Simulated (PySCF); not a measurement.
Numbering as in the mapped SMILES `[CH2:1]=[C:2]([Cl:3])/[CH:4]=[CH:5]\[CH3:6]`. Each H is labelled by its parent atom. Ha(C1) is cis to Cl3; Hb(C1) is trans to Cl3.

Geometry: PBE0-D3(BJ)/def2-SVP; GIAO absolute shieldings from PySCF 2.14.0 with density-fitted response routines, gas phase, non-relativistic, averaged over equivalent atoms.

At PBE0/pcSseg-1 (144 basis functions, 12 s wall time on 1 thread of an Arm Neoverse V1, shared host):
```csv
atoms,σ (ppm)
C2,32.2
C5,45.7
C4,50.4
C1,60.9
C6,167.6
Cl3,706.0
H(C4),25.32
H(C5),25.52
Ha(C1),25.80
Hb(C1),25.87
H(C6),29.10
```

**Question.** What do these become at LDA/pcSseg-1?

**Answer.** 
```tsv
atoms	σ at LDA/pcSseg-1	change
C2	22.8	-9.4
C5	37.9	-7.8
C4	41.6	-8.8
C1	54.8	-6.1
C6	164.0	-3.6
Cl3	651.3	-54.7
H(C4)	24.77	-0.55
H(C5)	24.98	-0.54
Ha(C1)	25.38	-0.42
Hb(C1)	25.45	-0.42
H(C6)	28.61	-0.49
```

The largest change is at Cl3 (chlorine bonded to C). Cost: 144 basis functions, 21 s wall time on 1 thread of an x86-64 server CPU, shared host. The order of the carbon signals is the same at both levels.

Carbons that carry Cl, above all several Cl atoms, come out too deshielded, partly because spin–orbit coupling is missing.
